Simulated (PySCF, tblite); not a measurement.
Write Cartesian coordinates for InChI=1S/C3H7F2N/c1-2(6)3(4)5/h2-3H,6H2,1H3/t2-/m0/s1 as optimised with GFN2-xTB.

```
atom  x, y, z in Å
C1    -1.0086   -0.9783   -0.3506
C2    -0.0405   -0.1218    0.4603
N3    -0.6712    1.1263    0.8260
C4     1.2619    0.0777   -0.3431
F5     2.1716    0.7696    0.3913
F6     1.0306    0.8266   -1.4514
H7    -1.2118   -0.5065   -1.3095
H8    -0.5960   -1.9685   -0.5238
H9    -1.9423   -1.0701    0.1954
H10    0.2397   -0.6398    1.3857
H11   -0.0397    1.7020    1.3723
H12   -0.9314    1.6458   -0.0064
H13    1.7333   -0.8626   -0.6638
```

Any rigid rotation of these coordinates is as good. Atoms count from 1 in this order. N3 (primary amine nitrogen) is pyramidal (angles 110.8°, 110.3° and 108.1°, sum 329.1°, 0.37 Å off the plane of its three neighbours). Of the pairs four or more bonds apart, F6···H12 is among the closest relative to their van der Waals radii: 2.57 Å, 96 % of the sum of Bondi's values.

Bonds between heavy atoms (Å): C1–C2 1.526, C2–N3 1.445, C2–C4 1.543, C4–F5 1.359, C4–F6 1.357.

Structure optimised with GFN2-xTB, isolated species.

Point group: C1 (no symmetry element, even within 0.4 Å). Its GFN2-xTB frequencies are all real (lowest 72 cm⁻¹). The numbers are those of one conformer (C1–C2–N3–H 180° and -61°, C1–C2–C4–F5 -176°). 2 starts were optimised and ended at 0.00 and 0.04 kcal/mol (GFN2-xTB); the lowest of these is shown.

All values are computed, not measured.
